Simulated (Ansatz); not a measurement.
# A Morse fit to a bond in HAl–AlH, triplet, and a point to predict

Starting geometry (PBE0/def2-TZVP stationary point for this spin, which needn't be the lowest; state Σg⁻ or Δg):

```xyz
4

Al    0.0000    0.0000    1.1500
Al    0.0000    0.0000   -1.1500
H     0.0000    0.0000    2.7245
H     0.0000    0.0000   -2.7245
```

Atom H3 moves along the line of the distance Al1-H3, all else staying in place. Energies are in eV from the starting point at each level.

Basis 6-31G; Ansatz 0.2.0. Only valence electrons are correlated (noble-gas cores frozen). Prefix R: restricted or restricted open-shell reference; prefix U: unrestricted.

Full CI is exact within this basis and frozen core; it isn't the basis-set limit. The frozen core follows each run's orbitals, which can shift R against U totals by a few meV.

```
distance Al1-H3 (Å)  full CI  UCCSD(T)
              1.279    1.077     1.074
              1.437    0.229     0.227
              1.575    0.000     0.000
              1.712    0.041     0.043
              1.966        ?         ?
              2.165    0.884     0.903
              2.499    1.533     1.580
              2.881    2.015     2.074
              3.394    2.273     2.303
              4.194    2.353     2.355
              5.409    2.367     2.364
```

A Morse curve E(r) = E0 + De (1 − exp(−a (r − re)))² is laid through the three points about the minimum (1.437, 1.575, 1.712 Å), with E0 + De set to the last point:

| level | re (Å) | a (1/Å) | E0 (eV) | De (eV) | k = 2 De a² (eV/Å²) |
| --- | --- | --- | --- | --- | --- |
| full CI | 1.612 | 1.569 | -0.009 | 2.376 | 11.7 |
| UCCSD(T) | 1.611 | 1.574 | -0.008 | 2.372 | 11.8 |

Use the full-CI fit to predict the withheld energy at 1.966 Å.

exp(−1.569 × (1.966 − 1.612)) = 0.5738; E = -0.009 + 2.376 × (1 − 0.5738)² = 0.423 eV. Full CI in 6-31G gives 0.457 eV, so the Morse form is 0.034 eV too low there (1.4 % of De). At the other points past the fit it misses by up to 0.25 eV (at 2.881 Å), so the curve isn't Morse-like throughout. UCCSD(T) gives 0.466 eV.

Unrestricted rows (U) aren't spin-pure: their determinants' ⟨S²⟩ exceeds S(S+1) by up to 1.01, so they mix in states of higher spin.

De here is the energy of pulling rigid fragments apart in this basis, without relaxation or zero-point terms. The set has no polarisation functions, so bonds come out too long and too weak, most of all with atoms from Na to Ar.
